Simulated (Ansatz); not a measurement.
Run this with Ansatz 0.2.0, Python API and show what comes out.

Script `run_adiabatic.py`:
```python
"""Vertical and adiabatic ionisation of CH4MgO."""

import itertools

import ansatz as az
from ase import Atoms
from ase.data import atomic_numbers, covalent_radii
import numpy as np

atoms = Atoms(["C", "Mg", "O", "H", "H", "H", "H"], positions=[
    (-1.1074, 0.6542, -0.3069),
    (0.7083, -0.3597, -0.0232),
    (2.4052, -1.3311, 0.238),
    (-1.8768, -0.0146, -0.5943),
    (-1.0338, 1.4333, -1.1529),
    (-1.4373, 1.2386, 0.6167),
    (2.403, -1.6887, 1.1769),
])
ch4mgo = az.Crystal.molecule_from_ase(atoms)

job = ch4mgo.calculation().basis(gaussian="cc-pVDZ").functional("cam_b3lyp")
symbols = [site.symbol for site in ch4mgo.cartesian_sites]
start = np.array([site.position_ang for site in ch4mgo.cartesian_sites], dtype=float)
rep = job.relax(force_tolerance=0.01).run(threads=1).report
end = np.array(rep["positions_ang"])

minimum = az.Crystal.molecule()
for symbol, place in zip(symbols, end):
    minimum = minimum.atom(symbol, place.tolist())
ion = (
    minimum.calculation()
    .basis(gaussian="cc-pVDZ")
    .functional("cam_b3lyp")
    .charge(1)
    .spin("collinear", total=1)
)
vertical = ion.run(threads=1).report
settled = ion.relax(force_tolerance=0.01, max_steps=80).run(threads=1).report
print(f"vertical ionisation energy   {vertical['free_energy_ev'] - rep['free_energy_ev']:.3f} eV")
print(f"adiabatic, no zero point     {settled['free_energy_ev'] - rep['free_energy_ev']:.3f} eV")
print(f"relaxation energy of the ion {vertical['free_energy_ev'] - settled['free_energy_ev']:.3f} eV")
ionised = np.array(settled["positions_ang"])
# pairs closer than 1.2 times the sum of covalent radii, before or after
radius = [covalent_radii[atomic_numbers[s]] for s in symbols]
span = lambda where, i, j: np.linalg.norm(where[i] - where[j])
bonded = [(i, j) for i, j in itertools.combinations(range(len(symbols)), 2) if min(span(end, i, j), span(ionised, i, j)) < 1.2 * (radius[i] + radius[j])]
print("pair        before    after (A)")
for i, j in bonded:
    print(f"{symbols[i]}{i}-{symbols[j]}{j}".ljust(10), f"{span(end, i, j):8.4f} {span(ionised, i, j):8.4f}")
```

```console
$ python run_adiabatic.py
vertical ionisation energy   9.633 eV
adiabatic, no zero point     9.000 eV
relaxation energy of the ion 0.633 eV
pair        before    after (A)
C0-Mg1       2.0692   2.3338
C0-H3        1.1026   1.0984
C0-H4        1.1025   1.0987
C0-H5        1.1027   1.0981
Mg1-O2       1.7624   1.7442
O2-H6        0.9537   0.9618
```

The energies are electronic: no zero-point or thermal terms, and the basis set is short of its limit. The product may relax into another structure. Each relaxation finds its nearest minimum, which needn't be the lowest. It ran for 2.1 min on 1 thread of Arm Neoverse V2, on a shared host, peak memory 0.25 GiB.
